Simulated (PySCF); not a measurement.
# CH3NO: geometry, coupled-cluster ionisations and excitations

Aim: predict the coupled-cluster ionisations and excitations of CH3NO (`NC=O`).

Programs: PySCF 2.14.0, with density-fitted response routines of our own. Each step states its level of theory. These are calculated values for one molecule in the gas phase, unless marked as measured. Atoms are numbered from 0 throughout.

## (1) The starting structure

6 atoms, charge 0, multiplicity 1; geometry from: GFN2-xTB.

Bonds of the start (Å): N0–C1 1.35, C1–O2 1.20, N0–H3 1.01, N0–H4 1.00, C1–H5 1.11.

## (2) Relaxing the molecule at PBE0-D3(BJ)/def2-TZVP

What the job is given:

```
{"job": {"xc": "PBE0", "basis": "def2-TZVP", "d3": "d3bj", "grid": 2, "kind": "geom"}, "charge": 0, "multiplicity": 1}
N     -1.114460     0.241480     0.109520
C      0.219660     0.346320    -0.039810
O      0.980500    -0.582540    -0.079270
H     -1.521510    -0.676230     0.196010
H     -1.719910     1.041350     0.138910
H      0.547090     1.399220    -0.124300
```

**Question.** This job is followed by: EOM-CCSD/aug-cc-pVDZ, vertical, frozen core, gas phase. Predict these results of the whole session: point group; rotational constants (main isotopes); correlation energy, MP2 and CCSD; T1 diagnostic; first ionisation (EOM-IP-CCSD); lowest singlet (EOM-EE-CCSD).

As calculated:

```
                            quantity                   value
                         point group                      Cs
rotational constants (main isotopes)  74.14, 11.47, 9.93 GHz
    correlation energy, MP2 and CCSD       -13.85, -14.30 eV
                       T1 diagnostic                  0.0169
      first ionisation (EOM-IP-CCSD)                10.21 eV
        lowest singlet (EOM-EE-CCSD)                 5.79 eV
```

**Reading.** The optimisation took 5 steps and gained 0.003 eV; among the close pairs (by a distance rule), C1–O2 changed most, from 1.201 to 1.206 Å. MP2 recovers 97 % of the CCSD correlation energy. For the hole of the first ionisation, Koopmans' theorem lies 1.67 eV above EOM-IP-CCSD, and it orders the states differently.
